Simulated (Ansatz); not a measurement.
**CHBe (doublet): RPA-PBE over a scan of the distance C1–H3, 6-31G**

How well do these functionals follow the top wave-function level for CHBe (doublet) over a scan of the distance C1–H3?

Program: Ansatz 0.2.0, Gaussian basis. Level of theory: 6-31G, all electrons in the functionals, frozen cores in the correlation of double hybrids and RPA. These are calculated values, not measurements.

The runs, in order: RPA-PBE, at 0.881 Å; 0.990 Å; 1.082 Å; 1.182 Å; 1.351 Å; 1.482 Å; 1.742 Å; 2.009 Å; 2.435 Å; 2.871 Å; 3.738 Å.

33 further runs of the same task are left out: 14 for a known fault of the program, 15 that didn't finish, 4 set aside as unsound or not needed. Runs told in other sessions of the task aren't counted.

**1. The geometry**

The geometry derives from a PBE0/def2-TZVP stationary point (not a proven minimum). One bond is set to the value named and the two fragments are kept rigid.

3 atoms, charge 0, spin multiplicity 2.

Atoms are counted from 1 here; the program's logs count them from 0.

Bond lengths: C1–Be2 1.624 Å, C1–H3 1.082 Å. Angles: Be2–C1–H3 180.0°.

No dispersion term is added.

The geometry shown and the zero of energy belong to the point 1.082 Å. The yardstick, FCI, and other wave-function levels (R restricted, U unrestricted, valence and pair active spaces) come from earlier runs.

**2. RPA-PBE, 0.881 Å**

in.yaml

```yaml
crystal:
  periodic: [false, false, false]
  atoms:
    - {symbol: C, position_ang: [0.000000, 0.000000, 0.247733]}
    - {symbol: Be, position_ang: [0.000000, 0.000000, -1.376467]}
    - {symbol: H, position_ang: [0.000000, 0.000000, 1.128733]}
basis:
  gaussian: {orbitals: 6-31G}
magnetization: {spin_polarized: true, initial_magnetization: 1}
hamiltonian: {xc: {name: PBE}}
correlation: {method: rpa, electrons: outside_noble_gas}
```

The run is started by

```sh
$ ansatz run in.yaml --threads 1 --pin off --events-out ev --progress --plain --max-ram 2393MiB
```

After this run come: RPA-PBE, 0.990 Å; RPA-PBE, 1.082 Å; RPA-PBE, 1.182 Å; RPA-PBE, 1.351 Å; RPA-PBE, 1.482 Å; RPA-PBE, 1.742 Å; RPA-PBE, 2.009 Å; RPA-PBE, 2.435 Å; RPA-PBE, 2.871 Å; RPA-PBE, 3.738 Å.

Before running them: what should the planned runs give, taken together? Wanted: span of the FCI curve; largest miss, RPA-PBE.

**Answer**, as computed:

| quantity | value |
| --- | --- |
| span of the FCI curve | 344.6 kJ/mol |
| largest miss, RPA-PBE | +14.8 kJ/mol (2.871 Å) |

RPA-PBE strays by up to 14.8 kJ/mol, at 2.871 Å. RPA-PBE clearly breaks the spin symmetry at some points (⟨S²⟩ up to 1.57 above the pure value), so energy there is bought with a mixed spin. Functionals and the yardstick converge differently with the basis, so part of each miss in 6-31G is the basis.
